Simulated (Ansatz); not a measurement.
Basis-set extrapolation for `[BH3-]C#[O+]` (PBE0-D4/def2-TZVP geometry, frozen core, Ansatz 0.2.0). Multiplicity 1, RHF reference.

```tsv
	cc-pV(T+d)Z	cc-pV(Q+d)Z
HF	-139.191588	-139.201929
MP2 correlation	-0.499764	-0.533506
CCSD(T) correlation	-0.539879	-0.570332
```

Energies in hartree. Use E(X) = E(∞) + A·exp(−5.46·√X) for Hartree–Fock and E(X) = E(∞) + B·X^(−3.05) for correlation, with X = 3 and 4.

Question: What is the CCSD(T) energy at the basis-set limit?

Answer: HF limit: -139.201929 + (-0.010341) × 0.30130 = -139.20504. Correlation limit: -0.570332 + (-0.030453) × 0.71189 = -0.59201. Total: -139.79705 hartree, 172.2 kJ/mol below CCSD(T)/cc-pV(T+d)Z.
